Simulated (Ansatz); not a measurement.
The input, for Ansatz 0.2.0:

```yaml
crystal:
  periodic: [false, false, false]
  atoms:
    - {symbol: Al, position_ang: [0.000000, 0.000000, 0.000000]}
    - {symbol: H, position_ang: [0.549123, 1.246820, 0.553310]}
    - {symbol: H, position_ang: [-0.552459, -1.244156, 0.555979]}
    - {symbol: H, position_ang: [-0.556827, 1.240712, -0.559306]}
    - {symbol: H, position_ang: [0.560163, -1.243376, -0.549982]}
basis:
  gaussian: {orbitals: 6-31G}
total_charge: 1
magnetization: {spin_polarized: false, initial_magnetization: 2}
correlation: {method: fic_nevpt4_sd, electrons: all, active_space: {window: {electrons: 10, orbitals: 6}}}
```

```sh
$ ansatz run in.yaml --threads 1 --pin off --events-out ev --progress --plain --max-ram 2393MiB
```

The program prints:

```
266 factors; integrals over basis functions are off by at most 3.0e-4 eV
mean field evaluation 1: about -6629.7628 eV, gradient 6.9e0 eV
mean field evaluation 2: about -6629.7727 eV, gradient 6.9e0 eV
mean field evaluation 4: about -6630.1181 eV, gradient 1.5e-1 eV
mean field evaluation 8: about -6630.1180 eV, gradient 2.3e-6 eV
mean field -6630.11796987 eV, -243.6523413372 hartree, gradient 2.5e-6 eV, S^2 2.000000; 0 other end points of the search recorded, 0 dependent functions left out
reference -6630.11796987 eV, -243.6523413372 hartree; 9, 7 occupied and 12, 14 virtual orbitals, 266 factors
state -6630.11819480 eV, -243.6523496035 hartree
state -6630.11819480 eV, -243.6523496035 hartree; corrected -6631.86493283 eV, -243.7165410420 hartree
WARN: 4 active orbitals are nearly empty or full. The corrections depend on them more than the energy does, and are more stable in an active space without them
Total energy: -6631.86493283 eV, -243.7165410420 hartree
```

Ran on 1 thread of Arm Neoverse V2, shared host: 0.51 s wall, 0.15 GiB peak host memory.
